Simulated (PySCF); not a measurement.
# SHOH: relaxation and vibrations of the singlet

Where does singlet SHOH go from a linear start, is the end point a minimum, and what are its modes, charges and moments?

Computed with PySCF 2.14.0. Level: PBE0, basis S def2-TZVP, H def2-TZVP, O def2-TZVP, no relativity, density fitting.

### 1 Where the work starts

4 atoms, charge 0, spin multiplicity 1.

Bond lengths: S1–H2 1.350 Å, S1–O3 1.660 Å, O3–H4 0.960 Å. Angles: H2–S1–O3 180.0°, S1–O3–H4 130.0°.

```xyz
4
charge 0 multiplicity 1
S     0.0000    0.0000    0.0000
H     0.0000    0.0000    1.3500
O     0.0000    0.0000   -1.6600
H     0.7354    0.0000   -2.2771
```

### 2 Finding the electronic state

One driver script runs all steps and calls PySCF; scf.py shows how it sets up the SCF of each step. The optimiser is the driver's own. After this first run the driver tries any further starts and a stability analysis.

scf.py reads:

```python
from pyscf import gto, scf, dft
mol = gto.M(atom='''
S      0.000000     0.000000     0.000000
H      0.000000     0.000000     1.350000
O      0.000000     0.000000    -1.660000
H      0.735400     0.000000    -2.277100''',
    basis={'S': 'def2-TZVP', 'H': 'def2-TZVP', 'O': 'def2-TZVP'},
    charge=0, spin=0)
mf = dft.RKS(mol, xc='PBE0')
mf.grids.atom_grid = (50, 194)
aux = {'S': 'def2-universal-JKFIT', 'H': 'def2-universal-JKFIT', 'O': 'def2-universal-JKFIT'}
mf = mf.density_fit(auxbasis=aux)
mf.conv_tol = 1e-08
mf.diis_space = 10
mf.max_cycle = 60
mf.init_guess = 'minao'
mf.verbose = 4
mf.kernel()
```

Command:

```sh
$ OMP_NUM_THREADS=2 python axn.py task.json out
```

The program printed:

```text
init E= -474.504585079682
  HOMO = -0.259877545374674  LUMO = -0.237440357149481  gap/eV = 0.61055
cycle= 1 E= -474.175784148684  delta_E= 0.329  |g|= 0.503  |ddm|= 1.61
  HOMO = -0.185303736221224  LUMO = -0.147324538963279  gap/eV = 1.03347
cycle= 2 E= -474.063679290512  delta_E= 0.112  |g|= 0.887  |ddm|= 0.914
  HOMO = -0.221977314852298  LUMO = -0.179203549024294  gap/eV = 1.16393
cycle= 3 E= -474.226915520053  delta_E= -0.163  |g|= 0.133  |ddm|= 0.609
  HOMO = -0.238612510173963  LUMO = -0.182807568545236  gap/eV = 1.51853
cycle= 4 E= -474.23098061222  delta_E= -0.00407  |g|= 0.0346  |ddm|= 0.134
  HOMO = -0.234405323499615  LUMO = -0.179037497734676  gap/eV = 1.50664
cycle= 5 E= -474.231224142713  delta_E= -0.000244  |g|= 0.00356  |ddm|= 0.0288
  HOMO = -0.234404719808418  LUMO = -0.178780011478821  gap/eV = 1.51363
cycle= 6 E= -474.231239595425  delta_E= -1.55e-05  |g|= 0.00359  |ddm|= 0.0234
  HOMO = -0.234506431226232  LUMO = -0.178897833945861  gap/eV = 1.51319
cycle= 7 E= -474.231243656044  delta_E= -4.06e-06  |g|= 0.00222  |ddm|= 0.00452
  HOMO = -0.234450031160489  LUMO = -0.178887877147716  gap/eV = 1.51192
cycle= 8 E= -474.231248811928  delta_E= -5.16e-06  |g|= 0.00187  |ddm|= 0.0155
  HOMO = -0.234556245986219  LUMO = -0.178985914369086  gap/eV = 1.51215
cycle= 9 E= -474.231251144849  delta_E= -2.33e-06  |g|= 0.000397  |ddm|= 0.0107
  HOMO = -0.23458356113693  LUMO = -0.179021632499868  gap/eV = 1.51192
cycle= 10 E= -474.231251309249  delta_E= -1.64e-07  |g|= 4.4e-05  |ddm|= 0.00392
  HOMO = -0.234581413527429  LUMO = -0.179020349403913  gap/eV = 1.51189
cycle= 11 E= -474.231251310535  delta_E= -1.29e-09  |g|= 1.05e-05  |ddm|= 0.000335
  HOMO = -0.234582697419674  LUMO = -0.179022462845062  gap/eV = 1.51187
Extra cycle  E= -474.231251310537  delta_E= -2.05e-12  |g|= 1.04e-05  |ddm|= 1.61e-05
converged SCF energy = -474.231251310537
```

This step, with its further starts and checks, ran for 6.7 s (2 threads of Arm Neoverse V1, shared host).

The starts that the driver tried:

```
                      start  energy (Eh)
    the minimal-basis guess  -474.231251
a thermally smeared density  -474.231251
      a smeared PBE density  -474.231251
```

The test of internal stability and the other starts found no lower closed-shell solution.

### 3 Linear start, singlet: relaxation

The program finds Cs symmetry in the start, which this walk keeps.

scf.py, as its differences from that of step 2:

```diff
@@ -3,4 +3,4 @@
-S      0.000000     0.000000     0.000000
-H      0.000000     0.000000     1.350000
-O      0.000000     0.000000    -1.660000
-H      0.735400     0.000000    -2.277100''',
+S     -0.014828     0.000000     0.549909
+H     -0.014828     0.000000     1.899909
+O     -0.014828     0.000000    -1.110091
+H      0.720572     0.000000    -1.727191''',
@@ -16 +15,0 @@
-mf.init_guess = 'minao'
```

Steps of the walk:

```
step  energy (Eh)  change (kJ/mol)  largest symmetric gradient (Eh/bohr)
   0  -474.231251             0.00                               0.08735
   1  -474.302335          -186.63                               0.10707
   2  -474.345976          -301.21                               0.05984
   3  -474.364391          -349.56                               0.05676
   4  -474.388897          -413.90                               0.03725
   5  -474.396620          -434.18                               0.04649
   6  -474.399799          -442.52                               0.01429
   7  -474.400964          -445.58                               0.01441
   8  -474.401670          -447.43                               0.01387
   9  -474.401953          -448.18                               0.00150
  10  -474.401975          -448.23                               0.00069
  11  -474.401975          -448.24                               0.00015
```

The walk took 8.9 s.

Positions (Å) and forces (eV/Å) along the way:

```
step 0
S   -0.015   0.000   0.550  -4.492   0.000   0.275
H   -0.015   0.000   1.900   2.917   0.000   0.263
O   -0.015   0.000  -1.110   0.153   0.000  -1.149
H    0.721   0.000  -1.727   1.421   0.000   0.611
step 1
S   -0.226   0.000   0.532  -5.506   0.000   0.778
H    0.136   0.000   1.891   3.108   0.000  -0.933
O   -0.038   0.000  -1.155   2.550   0.000  -0.514
H    0.804   0.000  -1.656  -0.152   0.000   0.668
step 6
S   -0.665   0.000   0.533  -0.052   0.000  -0.363
H    0.469   0.000   1.212   0.513   0.000   0.477
O   -0.041   0.000  -1.009  -0.407   0.000  -0.735
H    0.913   0.000  -1.124  -0.054   0.000   0.621
step 11
S   -0.657   0.000   0.511  -0.003   0.000   0.000
H    0.502   0.000   1.195   0.002   0.000   0.001
O   -0.065   0.000  -1.057  -0.007   0.000  -0.002
H    0.895   0.000  -1.037   0.008   0.000   0.001
```

After 11 steps and 448.2 kJ/mol it ends at Cs: O–H 0.960 Å, S–H 1.345 Å, S–O 1.676 Å; H–O–S 109.5°, H–S–O 99.9°.

### 4 Vibrations and properties at this point

On the finer grid the gradient is checked again; gradients at displacements of ±0.02 bohr then give force constants and infrared intensities.

scf.py, as its differences from that of step 3:

```diff
@@ -3,4 +3,4 @@
-S     -0.014828     0.000000     0.549909
-H     -0.014828     0.000000     1.899909
-O     -0.014828     0.000000    -1.110091
-H      0.720572     0.000000    -1.727191''',
+S     -0.244072     0.000000     0.519360
+H      0.914684     0.000000     1.203239
+O      0.347752     0.000000    -1.049204
+H      1.308078     0.000000    -1.029109''',
@@ -10 +10 @@
-mf.grids.atom_grid = (50, 194)
+mf.grids.atom_grid = (75, 302)
@@ -13 +13 @@
-mf.conv_tol = 1e-08
+mf.conv_tol = 1e-10
```

The driver hands on the density of the step before, so the log starts near convergence.

Log of the central SCF (cycles and frontier levels):

```text
init E= -474.401976790438
  HOMO = -0.237773787101766  LUMO = -0.0338816623569329  gap/eV = 5.54819
cycle= 1 E= -474.401976790439  delta_E= -1.82e-12  |g|= 1.37e-06  |ddm|= 2.23e-06
  HOMO = -0.237773743470569  LUMO = -0.0338816404703053  gap/eV = 5.54819
Extra cycle  E= -474.40197679044  delta_E= -9.09e-13  |g|= 1.24e-06  |ddm|= 2.06e-06
converged SCF energy = -474.40197679044
```

The whole step took 24 s.

Geometry: Cs; O–H 0.961 Å, S–H 1.346 Å, S–O 1.676 Å; H–O–S 109.5°, H–S–O 99.9°.

Modes, for the most abundant isotopes:

```
symmetry  ω (cm⁻¹)  IR (km/mol)  μ (u)
     a''      563i         47.6   1.09
      a'       774         70.1  15.62
      a'       982         12.9   1.03
      a'      1181         22.7   1.14
      a'      2680          7.1   1.04
      a'      3885         81.6   1.07
```

With 1 mode imaginary (up to 563i cm⁻¹) this point is a saddle.

Constants and moments:

| Property | Result |
| --- | --- |
| Dipole moment | 2.40 D |
| Highest occupied level | -6.47 eV |
| Lowest empty level | -0.92 eV |
| Rotational constants | 6.758, 0.516, 0.4794 cm⁻¹ |
| Zero-point energy (real modes) | 56.8 kJ/mol |
| Principal polarisabilities | 16.3, 22.8, 26.5 bohr³ |
| Atomisation energy without zero-point energy | 1070 kJ/mol |
| Principal traceless quadrupole moments about the centre of mass | -4.51, -0.55, 5.06 D Å |

Charges (e) and bond orders:

| atom | Mulliken | Löwdin | polar tensor | Mayer order to S1 |
| --- | --- | --- | --- | --- |
| S1 | -0.04 | 0.14 | 0.27 | – |
| H2 | 0.15 | 0.02 | 0.01 | 0.95 |
| O3 | -0.43 | -0.31 | -0.54 | 1.00 |
| H4 | 0.33 | 0.15 | 0.26 | 0.03 |

Outer orbital energies (eV). occupied: -162.32, -29.21, -20.11, -15.22, -11.45, -10.84, -10.31, -6.47; empty: -0.92, 0.63, 2.21, 5.70.

Mulliken populations on S1: s 5.87, p 9.97, d 0.18, f 0.02.

### 5 Leaving the saddle point

The start is the last point, displaced along its most imaginary mode.

The program finds C1 symmetry in the start. The walk stops when the largest gradient is under 0.0003 Eh/bohr and the energy has settled too.

scf.py, as its differences from that of step 4:

```diff
@@ -3,4 +3,4 @@
-S     -0.244072     0.000000     0.519360
-H      0.914684     0.000000     1.203239
-O      0.347752     0.000000    -1.049204
-H      1.308078     0.000000    -1.029109''',
+S     -0.244050     0.003662     0.519388
+H      0.914706    -0.081981     1.203268
+O      0.347773    -0.009716    -1.049175
+H      1.308099     0.120000    -1.029081''',
@@ -10 +10 @@
-mf.grids.atom_grid = (75, 302)
+mf.grids.atom_grid = (50, 194)
@@ -13 +13 @@
-mf.conv_tol = 1e-10
+mf.conv_tol = 1e-08
```

The optimiser's trace:

```
step  energy (Eh)  change (kJ/mol)  largest gradient (Eh/bohr)
   0  -474.402387             0.00                     0.00875
   1  -474.402532            -0.38                     0.04973
   2  -474.405305            -7.66                     0.00859
   3  -474.407631           -13.77                     0.00811
   4  -474.408848           -16.96                     0.02904
   5  -474.409724           -19.26                     0.01859
   6  -474.410938           -22.45                     0.00978
   7  -474.412137           -25.60                     0.01002
   8  -474.412499           -26.55                     0.00276
   9  -474.412564           -26.72                     0.00195
  10  -474.412571           -26.74                     0.00166
  11  -474.412576           -26.75                     0.00023
  12  -474.412577           -26.75                     0.00004
```

The walk took 10 s.

Positions (Å) and forces (eV/Å) along the way:

```
step 0
S   -0.244   0.004   0.519   0.065   0.125   0.015
H    0.915  -0.082   1.203  -0.062  -0.088  -0.030
O    0.348  -0.010  -1.049   0.447  -0.113   0.036
H    1.308   0.120  -1.029  -0.450   0.076  -0.021
step 1
S   -0.232   0.163   0.521   1.022  -0.322  -0.651
H    0.898  -0.197   1.216  -0.697   0.035  -0.127
O    0.379  -0.219  -1.037   2.232   1.537   1.072
H    1.281   0.284  -1.055  -2.557  -1.250  -0.293
step 6
S   -0.168   0.193   0.491  -0.005   0.170   0.171
H    0.840  -0.236   1.287  -0.118  -0.114  -0.050
O    0.440  -0.242  -0.984   0.502   0.030   0.000
H    1.215   0.317  -1.150  -0.378  -0.086  -0.121
step 12
S   -0.116   0.254   0.490   0.001  -0.001   0.001
H    0.776  -0.297   1.341  -0.001   0.000  -0.002
O    0.525  -0.296  -0.935   0.000   0.000   0.001
H    1.142   0.371  -1.252   0.000   0.001   0.000
```

It settles in C1 symmetry, 26.8 kJ/mol below the start, after 12 steps: O–H 0.963 Å, S–H 1.350 Å, S–O 1.657 Å; H–O–S 107.5°, H–S–O 98.7°.

### 6 Vibrations and properties at this point

As before: finer grid, then central differences.

scf.py, as its differences from that of step 5:

```diff
@@ -3,4 +3,4 @@
-S     -0.244050     0.003662     0.519388
-H      0.914706    -0.081981     1.203268
-O      0.347773    -0.009716    -1.049175
-H      1.308099     0.120000    -1.029081''',
+S     -0.248173     0.184905     0.474110
+H      0.643123    -0.366831     1.324935
+O      0.392110    -0.365516    -0.951299
+H      1.009324     0.302058    -1.267784''',
@@ -10 +10 @@
-mf.grids.atom_grid = (50, 194)
+mf.grids.atom_grid = (75, 302)
@@ -13 +13 @@
-mf.conv_tol = 1e-08
+mf.conv_tol = 1e-10
```

Log of the central SCF (cycles and frontier levels):

```text
init E= -474.412581409257
  HOMO = -0.259237846770468  LUMO = -0.0244244352164742  gap/eV = 6.38960
cycle= 1 E= -474.412581409241  delta_E= 1.65e-11  |g|= 1.14e-05  |ddm|= 9.1e-06
  HOMO = -0.259237335272822  LUMO = -0.0244247797768509  gap/eV = 6.38958
cycle= 2 E= -474.412581409191  delta_E= 4.98e-11  |g|= 2e-05  |ddm|= 1.54e-05
  HOMO = -0.259237529815557  LUMO = -0.0244244657408998  gap/eV = 6.38959
cycle= 3 E= -474.412581409265  delta_E= -7.37e-11  |g|= 3.64e-07  |ddm|= 9.7e-06
  HOMO = -0.259237638740153  LUMO = -0.0244245455249157  gap/eV = 6.38959
Extra cycle  E= -474.412581409265  delta_E= -6.82e-13  |g|= 3.11e-07  |ddm|= 5.52e-07
converged SCF energy = -474.412581409265
```

The whole step ran for 30 s (2 threads of Arm Neoverse V1, shared host).

Geometry: C1; O–H 0.963 Å, S–H 1.350 Å, S–O 1.657 Å; H–O–S 107.5°, H–S–O 98.7°.

Modes, for the most abundant isotopes:

```json
{"symmetry": "a", "ω (cm⁻¹)": "496", "IR (km/mol)": "85.2"}
{"symmetry": "a", "ω (cm⁻¹)": "806", "IR (km/mol)": "64.5"}
{"symmetry": "a", "ω (cm⁻¹)": "1033", "IR (km/mol)": "2.4"}
{"symmetry": "a", "ω (cm⁻¹)": "1199", "IR (km/mol)": "41.8"}
{"symmetry": "a", "ω (cm⁻¹)": "2638", "IR (km/mol)": "14.2"}
{"symmetry": "a", "ω (cm⁻¹)": "3832", "IR (km/mol)": "78.7"}
```

Every mode is real; the point is a minimum.

Properties at this point:

| Property | Result |
| --- | --- |
| Dipole moment | 1.77 D |
| Highest occupied level | -7.05 eV |
| Lowest empty level | -0.66 eV |
| Rotational constants | 6.737, 0.5162, 0.5017 cm⁻¹ |
| Zero-point energy | 59.8 kJ/mol |
| Principal polarisabilities | 17.6, 21.4, 27.0 bohr³ |
| Atomisation energy without zero-point energy | 1098 kJ/mol |
| Principal traceless quadrupole moments about the centre of mass | -4.67, 0.31, 4.36 D Å |
| Entropy at 298.15 K and 1 bar | 243.2 J/(mol K) |
| Heat capacity Cp at 298.15 K | 43.5 J/(mol K) |
| Enthalpy at 298.15 K above 0 K | 10.84 kJ/mol |
| Rotational symmetry number | 1 |

Populations by atom (charges in e):

| atom | Mulliken | Löwdin | polar tensor | Mayer order to S1 |
| --- | --- | --- | --- | --- |
| S1 | -0.06 | 0.13 | 0.26 | – |
| H2 | 0.15 | 0.02 | 0.00 | 0.95 |
| O3 | -0.43 | -0.29 | -0.54 | 1.04 |
| H4 | 0.33 | 0.15 | 0.27 | 0.02 |

Outer orbital energies (eV). occupied: -162.27, -29.41, -20.06, -14.73, -12.49, -11.36, -8.84, -7.05; empty: -0.66, 1.02, 1.75, 5.90.

Mulliken populations on S1: s 5.86, p 9.98, d 0.19, f 0.02.

### 7 Would spin polarisation lower it?

At the lowest minimum the closed shell is tested against spin polarisation, on the (50, 194) grid. It is stable.

### 8 The points found, side by side

| spin | group | bonds | imaginary modes (cm⁻¹) | ΔE (kJ/mol) | with zero-point energy |
| --- | --- | --- | --- | --- | --- |
| singlet | C1 | O–H 0.963 Å, S–H 1.350 Å, S–O 1.657 Å | none | 0.0 | 0.0 |
| singlet | Cs | O–H 0.961 Å, S–H 1.346 Å, S–O 1.676 Å | 563i | 27.8 | – |

### 9 Summary of results

| quantity | value |
| --- | --- |
| minimum | singlet, C1 |
| geometry | O–H 0.963 Å, S–H 1.350 Å, S–O 1.657 Å; H–O–S 107.5°, H–S–O 98.7° |
| wavenumbers (cm⁻¹) | 496 (a), 806 (a), 1033 (a), 1199 (a), 2638 (a), 3832 (a) |
| dipole moment | 1.77 D |
| highest occupied, lowest empty level | -7.05, -0.66 eV |
| polar-tensor charge of S1 | +0.26 e |
| zero-point energy | 59.8 kJ/mol |
| entropy at 298.15 K | 243.2 J/(mol K) |
| atomisation energy (no zero-point energy) | 1098 kJ/mol |

What this shows: The linear start ends in a minimum without symmetry. In the infrared the band at 496 cm⁻¹ (a) leads. Only this shape and spin were tried, so other structures or states may lie lower.

The search up to here took 81 s.
